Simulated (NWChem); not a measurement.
# Correlation energy of methanol (CH4O)

SMILES: OC
```xyz
6

C      0.6125    -0.2314     0.0000
O     -0.6650     0.3583     0.0000
H      0.8066    -0.8558     0.8960
H      1.3548     0.5819     0.0000
H      0.8066    -0.8558    -0.8960
H     -1.3230    -0.3478     0.0000
```
Charge 0, spin multiplicity 1.

Everything below was run with NWChem. All single points use one geometry, from B3LYP/def2-SVP, a minimum by its harmonic frequencies.

Basis set: 3-21G. Each correlation energy counts from its own Hartree-Fock reference.

The correlated methods keep 2 core orbitals frozen. Coupled-cluster values serve here as a point of comparison, not as the truth.

Task: Order these methods by the correlation energy they give, lowest first: MP2, SCS-MP2, CR-CCSD[T], CCSD.

Result: CR-CCSD[T] (-234.2 mHa), CCSD (-230.4 mHa), SCS-MP2 (-213.1 mHa), MP2 (-210.3 mHa)
